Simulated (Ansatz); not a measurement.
C2Cl2O2, SMILES `O=C(Cl)C(=O)Cl` from Hartree–Fock to CCSD(T)

Z-matrix (Å, degrees):
```
C
Cl 1 1.738
C 1 1.550 2 111.7
O 1 1.178 2 124.1 3 180.0
O 3 1.178 1 124.2 2 0.4
Cl 3 1.738 1 111.7 2 -179.7
```

Charge 0, multiplicity 1. The geometry is a stationary point of PBE0-D4/def2-TZVP. It is one conformer, not always the lowest. Frozen core, restricted reference, the Gaussian-basis code of Ansatz. CBS rows extrapolate triple and quadruple zeta; past MP2 they add the triple-zeta difference.

```json
{"basis": "def2-SVP", "HF (Eh)": "-1143.96691", "MP2 corr.": "-0.88402", "CCSD corr.": "-0.90736", "(T)": "-0.03189", "CCSD(T) total": "-1144.90616"}
{"basis": "def2-TZVPP", "HF (Eh)": "-1144.55721", "MP2 corr.": "-1.13714", "CCSD corr.": "-1.15866", "(T)": "-0.05763", "CCSD(T) total": "-1145.77350"}
{"basis": "def2-QZVPP", "HF (Eh)": "-1144.59230", "MP2 corr.": "-1.23223", "CCSD corr.": "–", "(T)": "–", "CCSD(T) total": "–"}
{"basis": "CBS(def2)", "HF (Eh)": "-1144.59713", "MP2 corr.": "-1.30266", "CCSD corr.": "-1.32418", "(T)": "as TZ", "CCSD(T) total": "-1145.97894"}
```
